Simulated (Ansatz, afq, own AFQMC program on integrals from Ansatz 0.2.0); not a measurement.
AFQMC on a folder of integrals that Ansatz 0.2.0 wrote.

```yaml
crystal:
  periodic: [false, false, false]
  atoms:
    - {symbol: Ge, position_ang: [0.000000, 0.000000, 0.431903]}
    - {symbol: N, position_ang: [0.000000, 0.000000, -1.883353]}
    - {symbol: H, position_ang: [0.000000, 0.830871, -2.477269]}
    - {symbol: H, position_ang: [0.000000, -0.830871, -2.477269]}
basis:
  gaussian: {orbitals: cc-pVDZ}
magnetization: {spin_polarized: true, initial_magnetization: 3}
correlation: {method: ccsd_t, electrons: outside_noble_gas, hamiltonian_folder: ham}
```

```sh
$ ansatz run in.yaml --threads 1 --pin off --events-out ev --progress --plain --max-ram 1382MiB
```

afq runs on the folder ham with

```
--method phaseless --trial cisd --walkers 60 --populations 1 --least-time 40 --time-step 0.005 --steps-per-block 50 --equilibration-blocks 28 --max-blocks 300 --target-error 0.0004 --factor-cut 1e-05 --start spin_pure --seed 6040 --release-times 0.24,0.51,0.99,1.62,2.4 --release-step 0.03 --release-every 4 --taylor-order 6
```

Times are imaginary, in 1/Eh. The walk had a cap of 1161 s. Filled inner d shells are frozen with the cores.

afq prints:

```
orbitals 36  electrons 7 4  factors 272 of 553
reference energy -2130.87430864 Eh
CCSD correlation -0.22234897 Eh in 12 cycles, weight of the determinant in the CISD state 0.8961
energy of the start -2131.095239 Eh
 block  time / (1/Eh)  mean weight  energy / Eh
     1     0.250  0.9990  -2131.093474
     2     0.500  0.9999  -2131.095746
     3     0.750  0.9998  -2131.098217
     4     1.000  1.0022  -2131.096786
     5     1.250  1.0001  -2131.099198
     8     2.000  0.9988  -2131.099575
    11     2.750  1.0013  -2131.100354
    26     6.500  1.0003  -2131.097887
    41    10.250  0.9991  -2131.097907
    56    14.000  0.9992  -2131.098122
    71    17.750  1.0001  -2131.097322
    81    20.250  1.0012  -2131.109775
    86    21.500  0.9995  -2131.098559
   101    25.250  0.9980  -2131.101005
   116    29.000  0.9988  -2131.103506
   131    32.750  0.9971  -2131.099041
   146    36.500  1.0020  -2131.105809
   161    40.250  0.9995  -2131.105923
   171    42.750  1.0000  -2131.096682
   176    44.000  0.9983  -2131.102058
   191    47.750  1.0001  -2131.099764
   206    51.500  1.0015  -2131.101914
   216    54.000  1.0021  -2131.105566
blocks merged  error / Eh  count
     1  0.000259  190
     2  0.000305  95
     4  0.000347  47
     8  0.000377  23
    16  0.000456  11
released: time / (1/Eh)  energy / Eh  error  mean overlap
  0.24  -2131.101966  0.000408  0.9990
  0.51  -2131.101803  0.000313  1.0134
  0.99  -2131.101670  0.000394  1.0275
  1.62  -2131.102142  0.000454  0.9999
  2.40  -2131.102734  0.000708  0.9887
energy -2131.101909 +/- 0.000377 Eh
(rows thinned)
```

The run passed its tests (sampling time, drift between the halves within three errors, error under three times the target), which doesn't prove that it has relaxed.

Against this walk (error 10.2 meV) on the same determinant: CCSD(T) 20.0 meV higher (within the noise), CCSDT(Q) 10.5 meV lower (within the noise). The error is statistical and leaves out the bias of the constraint. Released to 2.40 1/Eh the energy moves by -22 ± 22 meV (both errors), within twice the noise.

Cautions: constraint bias not in the error; no relativity below Rb; no spin-orbit coupling; inner d shell frozen; lower spins were not checked.

The walk took 8 min on 1 thread of Intel(R) Xeon(R) Platinum 8375C CPU @ 2.90GHz (Ice Lake), with other jobs on the host. The log's last line is the phaseless energy.

CCSDT and higher add their correlation energy to the determinant of the CCSD(T) run, since their own runs factorise the integrals more tightly (a shift of under 2 meV). A walk keeps the symmetry of its determinant, which the program's search chose and which needn't be the lowest solution, so a lower state of the same spin and another symmetry isn't excluded.
